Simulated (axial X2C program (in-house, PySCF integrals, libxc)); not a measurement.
## CN⁻: cheaper levels and CCSD(T), with spin–orbit coupling

Computed with an in-house all-electron X2C program for linear molecules (integrals from PySCF). Two-component (2c) means X2C with spin–orbit coupling and atomic mean-field two-electron Coulomb and Gaunt terms. Basis: N dyall-av3z [7s7p3d2f], C dyall-av3z [8s7p3d2f] (cores contracted in-house); Gaussian nuclei, density fitting, unrestricted open shells. Masses: N 14.003 u, C 12.000 u.

State: Ω = 0 (closed shell); fragments N + C-.

| level | Re (Å) | ωe (cm⁻¹) | De (eV) |
| --- | --- | --- | --- |
| PBE0 | 1.171 | 2148.4 | 10.21 |
| HF | 1.152 | 2318.1 | 6.36 |
| MP2 | 1.190 | 1978.6 | 10.57 |
| CCSD | 1.178 | 2111.2 | 9.77 |
| B3LYP | 1.171 | 2127.8 | 10.42 |

Correlated methods: 10 electrons correlated (number of frozen shells: N 1 s; C 1 s), 200 virtual spin orbitals or spinors in MP2, 90 natural virtuals in coupled cluster.

CCSD(T), same Hamiltonian and basis:

Re = 1.185 Å, ωe = 2047.3 cm⁻¹, De = 10.10 eV; T1 = 0.016 (Lee–Taylor normalisation).

(1) Give the differences from CCSD(T) in the columns below.

The state is a single determinant with fixed occupations, the lowest that a limited PBE0 search found. Closed shells are restricted here (equal orbitals for both partners); the stretched side of such a curve lies too high. Dissociation energies refer to the lowest single-determinant-based atoms at the same level and basis. CCSD and (T) use frozen natural virtuals with an MP2 correction for the truncation; (T) itself is uncorrected, so its De runs slightly low. Without a current term, density functionals place determinants with orbital angular momentum somewhat too high. Hartree–Fock gets electron affinities wrong, so its lowest charge split need not be the true one.

## Answers

(1) 

| level | ΔRe (Å) | Δωe (cm⁻¹) | ΔDe (eV) |
| --- | --- | --- | --- |
| PBE0 | -0.014 | 101 | 0.11 |
| HF | -0.033 | 271 | -3.74 |
| MP2 | 0.005 | -69 | 0.47 |
| CCSD | -0.007 | 64 | -0.33 |
| B3LYP | -0.014 | 81 | 0.32 |
